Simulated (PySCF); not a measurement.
Work out the structure from these simulated measurements.

Formula: C5H6S.

* Dipole: 3.58 D [PBE0/pcSseg-1]
* 13C NMR: chemical shifts (computed TMS as zero) by class: 242.7 (1 C), 117.7 (1 C), 93.8 (1 C), 45.5 (1 C), 7.0 (1 C) ppm [GIAO PBE0/pcSseg-1]
* NMR, other nuclei: isotropic shieldings of nuclei other than C and H, by class: -653 (1 S) ppm [GIAO PBE0/pcSseg-1]
* 1H NMR: chemical shifts (computed TMS as zero) by class: 3.08 (3 H), 2.44 (3 H) ppm [GIAO PBE0/pcSseg-1]
* Rotational structure: rotational constants A, B, C: 5.765, 1.474, 1.191 GHz [GFN2-xTB]

The electronic properties come from PySCF, for the isolated species, density fitting. Levels stand in brackets. Isolated species at its GFN2-xTB geometry, gas phase. NMR classes are plain means over equivalent atoms (diastereotopic ones count apart unless rotation or inversion swaps them), as if these changed places fast.

Problem. Propose a structure and show how it fits.

Solution. Numbering: `[CH3:1][C:2]#[C:3][C:4]([CH3:5])=[S:6]`. Its formula, C5H6S, gives 3 degrees of unsaturation: 0 rings and 3 π bonds in the structure found. 5 carbons fall into 5 classes; from least to most shielded: thiocarbonyl carbon [C4] (242.7 ppm), alkyne carbon [C2] (117.7 ppm), alkyne carbon [C3] (93.8 ppm), methyl carbon [C5] (45.5 ppm), propargylic carbon [C1] (7.0 ppm). Hydrogen classes from least to most shielded: 3 H on a methyl carbon, C5 (3.08 ppm), 3 H on a propargylic carbon, C1 (2.44 ppm). The other shieldings belong to: -653 ppm, thiocarbonyl sulfur [S6]. By its constants the optimised geometry is an asymmetric top. Structure: `C(#CC)C(=S)C`. Computed isomers that give other values at the same levels: `Cc1cccs1` (13C chemical shifts (computed TMS as zero) by class: 151.1 (1 C), 132.9 (1 C), 130.5 (1 C), 129.3 (1 C), 18.4 (1 C) ppm); `C=CCC=C=S` (13C chemical shifts (computed TMS as zero) by class: 273.4 (1 C), 146.6 (1 C), 121.1 (1 C), 69.5 (1 C), 35.3 (1 C) ppm). The assignments are read from this structure; whether some other isomer fits the data as well wasn't checked.
